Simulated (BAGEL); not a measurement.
# HF/6-31G(d) (density fitting with qzvpp-jkfit, spherical functions) run of C2H7Al (SMILES [H][Al]([CH3])[CH3])

Aim: the energy change on altering one bond length of C2H7Al at HF/6-31G* (density fitting with qzvpp-jkfit, spherical functions), from 2 runs. 

Program for the calculation: BAGEL 1.2.2.

## Step 1: The molecule

The species is C2H7Al (10 atoms), meant as a singlet with charge 0. SMILES: `[H][Al]([CH3])[CH3]`. The shape comes from GFN2-xTB, which is rough for such elements, and wasn't checked as a minimum.

Bond lengths: Al1–C2 1.990 Å, Al1–C6 1.990 Å, C2–H3 1.097 Å, C2–H4 1.096 Å, C2–H5 1.097 Å, C6–H7 1.096 Å, C6–H8 1.096 Å, C6–H9 1.097 Å, Al1–H10 1.553 Å. Some angles: C2–Al1–C6 128.0°, Al1–C2–H3 113.0°, Al1–C2–H4 113.3°, Al1–C2–H5 111.2°, C2–Al1–H10 116.1°, C6–Al1–H10 115.9°, Al1–C6–H7 113.3°, Al1–C6–H8 113.2°, Al1–C6–H9 111.0°, H3–C2–H4 105.9°.

## Step 2: The energy at HF/6-31G(d) (density fitting with qzvpp-jkfit, spherical functions)

calc.json reads:

```json
{ "bagel" : [

{
  "title" : "molecule",
  "basis" : "6-31gs.json",
  "df_basis" : "qzvpp-jkfit",
  "angstrom" : true,
  "geometry" : [
    { "atom" : "Al", "xyz" : [      -0.328150,      -0.559670,      -0.003950 ] },
    { "atom" : "C", "xyz" : [       1.655670,      -0.712600,      -0.001960 ] },
    { "atom" : "H", "xyz" : [       2.116600,      -0.290830,       0.899490 ] },
    { "atom" : "H", "xyz" : [       2.130080,      -0.202200,      -0.848360 ] },
    { "atom" : "H", "xyz" : [       1.972350,      -1.761810,      -0.051500 ] },
    { "atom" : "C", "xyz" : [      -1.428840,       1.097750,       0.002520 ] },
    { "atom" : "H", "xyz" : [      -1.312950,       1.697900,      -0.907600 ] },
    { "atom" : "H", "xyz" : [      -1.192160,       1.769420,       0.836240 ] },
    { "atom" : "H", "xyz" : [      -2.496880,       0.860620,       0.084490 ] },
    { "atom" : "H", "xyz" : [      -1.115730,      -1.898580,      -0.009390 ] }
  ]
},

{ "title" : "hf" },

{ "title" : "print", "file" : "orbitals.molden", "orbitals" : true }

]}
```

The basis set 6-31G* is read from a file made from the Basis Set Exchange's data (not shown).

Launch:

```sh
BAGEL_NUM_THREADS=1 BAGEL calc.json > calc.out
```

The program printed:

```text
* using 1 threads per process

  ===============================================================
  ===============================================================

  *** Geometry ***

  { "atom" : "Al", "xyz" : [     -0.620114,     -1.057623,     -0.007464 ] },
  { "atom" : "C", "xyz" : [      3.128763,     -1.346619,     -0.003704 ] },
  { "atom" : "H", "xyz" : [      3.999794,     -0.549589,      1.699790 ] },
  { "atom" : "H", "xyz" : [      4.025268,     -0.382103,     -1.603168 ] },
  { "atom" : "H", "xyz" : [      3.727201,     -3.329338,     -0.097321 ] },
  { "atom" : "C", "xyz" : [     -2.700116,      2.074447,      0.004762 ] },
  { "atom" : "H", "xyz" : [     -2.481116,      3.208566,     -1.715115 ] },
  { "atom" : "H", "xyz" : [     -2.252856,      3.343719,      1.580265 ] },
  { "atom" : "H", "xyz" : [     -4.718419,      1.626336,      0.159663 ] },
  { "atom" : "H", "xyz" : [     -2.108424,     -3.587796,     -0.017745 ] },

  Number of auxiliary basis functions:      404

  Since a DF basis is specified, we compute 2- and 3-index integrals:
    o Being stored without compression. Storage requirement is 0.012 GB

  Number of basis functions:       60
  Number of electrons      :       32

    * METHOD: MOLECULE                             0.14

  *** RHF ***

  === Nuclear Repulsion ===
    94.9802290514

      * DIIS with orbital gradients will be used.

  === RHF iteration (6-31gs.json) ===
      0       -321.58635888          0.01910083           0.03
      1       -321.68691943          0.00749852           0.03
      2       -321.70493129          0.00149867           0.03
      3       -321.70592445          0.00013609           0.03
      4       -321.70593572          0.00002595           0.03
      5       -321.70593616          0.00000604           0.03
      6       -321.70593619          0.00000150           0.03
      7       -321.70593619          0.00000021           0.03
      8       -321.70593619          0.00000006           0.03
      9       -321.70593619          0.00000002           0.03
     10       -321.70593619          0.00000000           0.03
    * SCF iteration converged.

    * Permanent dipole moment:
           (   -0.138919,    -0.235615,    -0.000825) a.u.

    * METHOD: HF                                   0.39

    * METHOD: PRINT                                0.01

  ===============================================================
```

It took 0.68 s on 1 thread of Arm Neoverse V2, shared host; peak memory 0.083 GiB.

## Step 3: The distorted shape, same level

calc.json reads:

```json
{ "bagel": [

{
  "title": "molecule",
  "basis": "6-31gs.json",
  "df_basis": "qzvpp-jkfit",
  "angstrom": true,
  "geometry": [
    { "atom": "Al", "xyz": [   -0.362915,   -0.739703,    0.269067 ] },
    { "atom": "C", "xyz": [    1.620905,   -0.892633,    0.271057 ] },
    { "atom": "H", "xyz": [    2.081835,   -0.470863,    1.172507 ] },
    { "atom": "H", "xyz": [    2.095315,   -0.382233,   -0.575343 ] },
    { "atom": "H", "xyz": [    1.937585,   -1.941843,    0.221517 ] },
    { "atom": "C", "xyz": [   -1.463605,    0.917717,    0.275537 ] },
    { "atom": "H", "xyz": [   -1.312950,    1.697900,   -0.907600 ] },
    { "atom": "H", "xyz": [   -1.226925,    1.589387,    1.109257 ] },
    { "atom": "H", "xyz": [   -2.531645,    0.680587,    0.357507 ] },
    { "atom": "H", "xyz": [   -1.150495,   -2.078613,    0.263627 ] }
  ]
},
{ "title": "hf" },
{ "title": "print", "file": "orbitals.molden", "orbitals": true }

]}
```

The basis set 6-31G* is read from a file made from the Basis Set Exchange's data (not shown).

Launch:

```sh
BAGEL_NUM_THREADS=1 BAGEL calc.json > calc.out
```

The program printed:

```text
* using 1 threads per process

  ===============================================================
  ===============================================================

  *** Geometry ***

  { "atom" : "Al", "xyz" : [     -0.685810,     -1.397836,      0.508463 ] },
  { "atom" : "C", "xyz" : [      3.063067,     -1.686832,      0.512223 ] },
  { "atom" : "H", "xyz" : [      3.934098,     -0.889802,      2.215717 ] },
  { "atom" : "H", "xyz" : [      3.959571,     -0.722316,     -1.087241 ] },
  { "atom" : "H", "xyz" : [      3.661505,     -3.669551,      0.418606 ] },
  { "atom" : "C", "xyz" : [     -2.765813,      1.734234,      0.520689 ] },
  { "atom" : "H", "xyz" : [     -2.481116,      3.208566,     -1.715115 ] },
  { "atom" : "H", "xyz" : [     -2.318552,      3.003506,      2.096192 ] },
  { "atom" : "H", "xyz" : [     -4.784116,      1.286123,      0.675590 ] },
  { "atom" : "H", "xyz" : [     -2.174120,     -3.928009,      0.498183 ] },

  Number of auxiliary basis functions:      404

  Since a DF basis is specified, we compute 2- and 3-index integrals:
    o Being stored without compression. Storage requirement is 0.012 GB

  Number of basis functions:       60
  Number of electrons      :       32

    * METHOD: MOLECULE                             0.14

  *** RHF ***

  === Nuclear Repulsion ===
    93.9559712279

      * DIIS with orbital gradients will be used.

  === RHF iteration (6-31gs.json) ===
      0       -321.54774737          0.01887846           0.03
      1       -321.64520987          0.00761856           0.03
      2       -321.66389073          0.00160202           0.03
      3       -321.66503070          0.00018542           0.03
      4       -321.66504857          0.00007234           0.03
      5       -321.66505126          0.00001482           0.03
      6       -321.66505142          0.00000474           0.03
      7       -321.66505143          0.00000119           0.03
      8       -321.66505144          0.00000026           0.03
      9       -321.66505144          0.00000008           0.03
     10       -321.66505144          0.00000003           0.03
     11       -321.66505144          0.00000001           0.03
    * SCF iteration converged.

    * Permanent dipole moment:
           (   -0.127939,    -0.134639,    -0.144816) a.u.

    * METHOD: HF                                   0.42

    * METHOD: PRINT                                0.01

  ===============================================================
```

It took 0.72 s on 1 thread of Arm Neoverse V2, shared host; peak memory 0.083 GiB.

## Step 4: What came out

Level: HF/6-31G* (density fitting with qzvpp-jkfit, spherical functions).

```
                                                         quantity          value
                                        first shape: total energy  -321.70594 Eh
                                       first shape: dipole moment         0.70 D
                                         first shape: HOMO energy      -10.78 eV
                                         first shape: LUMO energy        1.79 eV
                                       first shape: HOMO–LUMO gap       12.57 eV
                                    distorted shape: total energy  -321.66505 Eh
                                   distorted shape: dipole moment         0.60 D
                                     distorted shape: HOMO energy      -10.84 eV
                                     distorted shape: LUMO energy        1.74 eV
                                   distorted shape: HOMO–LUMO gap       12.57 eV
energy change with the C6–H7 bond stretched from 1.096 to 1.425 Å       1.113 eV
```

What this shows: With the C6–H7 bond stretched from 1.096 to 1.425 Å the energy rises by 1.11 eV (26 kcal/mol). The first shape isn't relaxed at this level, so the change isn't measured from a minimum.
